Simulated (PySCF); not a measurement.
CH3O, SMILES O[CH2], multiplicity 2.

The structure is a stationary point at B3LYP-D3(BJ)/def2-TZVP. The isomer is the one that the SMILES or the coordinates give; other isomers of the formula were not compared.

The numbers are results of B3LYP-D3(BJ)/def2-TZVP in PySCF, not measurements.

Frequencies are harmonic and unscaled.

| mode | ν (cm⁻¹) | IR (km/mol) | moving atoms (share of kinetic energy) |
|---|---|---|---|
| 1 | 419 | 43.8 | H 88 % |
| 2 | 549 | 114.6 | H 81 %, C 19 % |
| 3 | 1056 | 49.9 | H 93 % |
| 4 | 1203 | 100.8 | O 45 %, C 42 %, H 13 % |
| 5 | 1359 | 29.7 | H 77 %, C 14 %, O 9 % |
| 6 | 1487 | 7.8 | H 86 %, C 13 % |
| 7 | 3131 | 19.1 | H 96 % |
| 8 | 3273 | 11.7 | H 89 %, C 11 % |
| 9 | 3809 | 55.2 | H 94 % |
